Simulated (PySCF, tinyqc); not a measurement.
Inside a calculation. Method: RKS/LDA (VWN5) in the sto-3g basis, for OH-, spin multiplicity 1. The basis has no diffuse functions, so it cannot describe the extra electron: this is an exercise in the method, not the real anion. The lowest restricted solution is unstable here: a spin-polarised one lies 0.0053 hartree lower (PySCF). One step of it, computed by the program tinyqc.

Task: Iteration 1: diagonalisation and new density. Diagonalise F' = X^T F X, C = X C', fill 5 alpha and 5 beta electrons from the bottom; D = 2 C_occ C_occ^T. Each column has its largest component positive (the first on a tie).

Kohn-Sham matrix F (hartree):
```
             1O 1s      1O 2s     1O 2px     1O 2py     1O 2pz      2H 1s
1O 1s   -17.603334  -4.599798  -0.002351  -0.041516   0.010595  -0.177681
1O 2s    -4.599798  -1.359490  -0.011576  -0.204416   0.066509  -0.105381
1O 2px   -0.002351  -0.011576   0.436138  -0.001319   0.000282  -0.000784
1O 2py   -0.041516  -0.204416  -0.001319   0.412869   0.004971  -0.013842
1O 2pz    0.010595   0.066509   0.000282   0.004971   0.442988  -0.029470
2H 1s    -0.177681  -0.105381  -0.000784  -0.013842  -0.029470   0.400608
```

X:
```
                1          2         3          4          5         6
1O 1s   -0.682452   0.434001  0.000000   0.000000  -0.378913  0.512048
1O 2s    0.805051  -0.191825  0.000000   0.000000  -0.195553  0.595203
1O 2px   0.000000   0.000000  0.423146   0.906062   0.000000  0.000000
1O 2py   0.000000   0.000000  0.906062  -0.423146   0.000000  0.000000
1O 2pz   0.223981   0.713380  0.000000   0.000000   0.655261  0.172789
2H 1s   -0.460165  -0.632014  0.000000   0.000000   0.538775  0.366002
```

Give: F' = X^T F X; orbital energies; coefficients C; D after iteration 1.

Result:

F' = X^T F X (hartree):
```
        1       2       3       4       5       6
1  -3.925   3.450  -0.120   0.048  -3.572   5.524
2   3.450  -2.128   0.031  -0.012   2.868  -4.429
3  -0.120   0.031   0.416   0.008   0.048  -0.137
4   0.048  -0.012   0.008   0.433  -0.019   0.055
5  -3.572   2.868   0.048  -0.019  -2.903   5.167
6   5.524  -4.429  -0.137   0.055   5.167  -7.935
```

orbital energies (hartree): MO1 -17.615, MO2 -0.237, MO3 0.347, MO4 0.436, MO5 0.466, MO6 0.561

coefficients C:
```
           MO1     MO2     MO3     MO4     MO5     MO6
1O 1s    0.993  -0.256   0.007   0.000   0.060  -0.064
1O 2s    0.027   0.972  -0.052   0.000  -0.230   0.276
1O 2px   0.000   0.017  -0.003   0.998   0.052  -0.015
1O 2py   0.003   0.291  -0.051  -0.057   0.914  -0.273
1O 2pz   0.000  -0.093   0.606   0.000   0.287   0.748
2H 1s   -0.002   0.051   0.721   0.000  -0.183  -0.692
```

D after iteration 1:
```
         1O 1s   1O 2s  1O 2px  1O 2py  1O 2pz   2H 1s
1O 1s    2.112  -0.472  -0.002  -0.035   0.090  -0.043
1O 2s   -0.472   2.002   0.009   0.151  -0.377   0.109
1O 2px  -0.002   0.009   2.000  -0.008   0.023  -0.021
1O 2py  -0.035   0.151  -0.008   1.851   0.409  -0.378
1O 2pz   0.090  -0.377   0.023   0.409   0.918   0.760
2H 1s   -0.043   0.109  -0.021  -0.378   0.760   1.113
```
